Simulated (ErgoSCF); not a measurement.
# BNH6 (SMILES [BH3-][NH3+]), run twice

Aim: the energy of BNH6 at UKT1/3-21G.

The results are computed with ErgoSCF 3.8.

11 further runs of the same task are left out: 4 that didn't finish, 7 set aside as unsound or not needed.

## Step 1: The structure to begin with

BNH6: 8 atoms, total charge 0, spin state singlet. SMILES: `[BH3-][NH3+]`. The coordinates come from a PBE0-D4/def2-TZVP relaxation.

Bond lengths: B1–N2 1.639 Å, B1–H3 1.212 Å, B1–H4 1.212 Å, B1–H5 1.212 Å, N2–H6 1.015 Å, N2–H7 1.015 Å, N2–H8 1.015 Å. Some angles: B1–N2–H6 110.9°, B1–N2–H7 110.9°, B1–N2–H8 110.9°, N2–B1–H3 105.3°, N2–B1–H4 105.3°, N2–B1–H5 105.3°, H6–N2–H7 108.0°, H6–N2–H8 108.0°, H7–N2–H8 108.0°, H3–B1–H4 113.3°.

## Step 2: First attempt

File mol.xyz:

```xyz
8

B     -0.191300     0.250800    -0.775400
N      0.206500    -0.255100     0.731700
H     -0.078200    -0.728400    -1.481000
H     -1.332600     0.649700    -0.687200
H      0.604400     1.126600    -1.038400
H      0.140800     0.507000     1.398700
H      1.156600    -0.611300     0.755300
H     -0.414000    -0.996500     1.040500
```

File ergo.in:

```
# BH6N, B3LPY
set_nthreads("env")
molecule "mol.xyz"
basis = "3-21G"
scf.starting_guess_disturbance = 0.02
XC.type = "GC2"
scf.max_number_of_iterations = 56
tmpdir = "."
scf.convergence_threshold = 1e-06
scf.use_diagonalization = 1
scf.output_mulliken_pop = 1
scf.force_unrestricted = 1
run "B3LPY"
```

Started as:

```sh
ergo ergo.in
```

The log of the run:

```text
INMA ERGO version 3.8
INMA reading input from file ergo.in
INMA  basis := 3-21G
INMA Basis really set to 3-21G
INMA  starting_guess_disturbance := 0.02
INMA  type := GC2
INMA  max_number_of_iterations := 56
INMA  convergence_threshold := 1e-06
INMA  use_diagonalization := 1
INMA  output_mulliken_pop := 1
INMA  force_unrestricted := 1
INMA running B3LPY
ERMA error in dft_setfunc
```

The script printed:

```text
line 13: RUN failed
line 13: Aborted.
```

Run time: 0.38 s. Hardware: 1 thread of Arm Neoverse V1, shared host.

## Step 3: Diagnosis

The program refused the input.

The log says `ERMA error in dft_setfunc`. The fault: the input names a functional that the program doesn't know. To mend it: functional KT1 in place of B3LPY.

## Step 4: Try two

File geom.xyz:

```xyz
8

B     -0.191300     0.250800    -0.775400
N      0.206500    -0.255100     0.731700
H     -0.078200    -0.728400    -1.481000
H     -1.332600     0.649700    -0.687200
H      0.604400     1.126600    -1.038400
H      0.140800     0.507000     1.398700
H      1.156600    -0.611300     0.755300
H     -0.414000    -0.996500     1.040500
```

File ergo.in:

```
set_nthreads("env")
XC.type = "GC2"
scf.force_unrestricted = 1
scf.starting_guess_disturbance = 0.02
tmpdir = "."
scf.convergence_threshold = 1e-06
scf.use_diagonalization = 1
charge = 0
basis = "3-21G"
spin_polarization = 0
scf.output_mulliken_pop = 1
scf.max_number_of_iterations = 100
molecule "geom.xyz"
run "KT1"
```

The basis set 3-21G is read from a file made from the Basis Set Exchange's data (not shown).

Started as:

```sh
ergo < ergo.in
```

The log of the run:

```text
[...]
INDF Weighted mixed functional:
[...]
INSC Energy   1 =        -48.40026738989
[...]
INDE E_LUMO =          0.01764907840
[...]
INSC Energy  11 =        -83.74888794102  ( diff     -0.000000000380993 )
[...]
RESC CONVERGED after  11 iterations.
RESC FINAL ENERGY:        -83.74888794102
RESC FINAL <S2> =          0.00000000000
[...]
INSC SCF: dipole_moment_x [atomic units] =       0.56098252
INSC SCF: dipole_moment_y [atomic units] =      -0.71333103
INSC SCF: dipole_moment_z [atomic units] =       2.12509200
[...]
```

It took 1.7 s on 1 thread of Arm Neoverse V1, shared host.

## Step 5: What came out

Level: UKT1/3-21G.

| quantity | value |
| --- | --- |
| total energy | -83.74889 Eh |
| dipole moment | 5.87 D |
